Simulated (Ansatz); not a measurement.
**Worked example: vertical ionisation energy of C5H12S (tert-amyl mercaptan)**

C5H12S has 18 atoms, charge 0, and is taken as a singlet. SMILES: `CCC(C)(C)S`. The shape is that of a PBE0-D4/def2-TZVP optimisation. This is one conformer, not always the lowest.

```xyz
18

C    -0.4275    0.7321   -1.8763
C     0.4946   -0.0684   -0.9766
C    -0.0098   -0.3507    0.4424
C     1.0224   -1.2020    1.1728
C    -0.2651    0.9313    1.2206
S    -1.5276   -1.3845    0.4179
H    -1.3693    0.2059   -2.0477
H     0.0383    0.8911   -2.8511
H    -0.6556    1.7166   -1.4613
H     1.4507    0.4617   -0.8754
H     0.7204   -1.0279   -1.4514
H     0.7008   -1.4247    2.1922
H     1.9725   -0.6629    1.2222
H     1.1967   -2.1465    0.6517
H    -1.0472    1.5386    0.7619
H    -0.5731    0.7052    2.2426
H     0.6496    1.5327    1.2592
H    -2.3708   -0.4477   -0.0434
```

Both states at this one shape; open shells run unrestricted unless said. 1 Eh = 27.2114 eV.

```tsv
level	program	singlet C5H12S (Eh)	doublet C5H12S+ (Eh)
HF/STO-3G	Ansatz	-587.208717	-587.006581
CCSD/6-31G* (spherical functions), 10 core orbitals frozen	Ansatz	-594.692227	-594.379019
```

Q: Work out the vertical ionisation energy at each level.

A: 
1. HF/STO-3G: -587.006581 − (-587.208717) = 0.202136 Eh = 5.50 eV.
2. CCSD/6-31G* (spherical functions): -594.379019 − (-594.692227) = 0.313208 Eh = 8.52 eV.

No measured value is set beside it here; the levels span 5.50 to 8.52 eV. Hartree–Fock favours the state with fewer electron pairs, since it lacks pair correlation. Minimal sets are far from the basis-set limit.
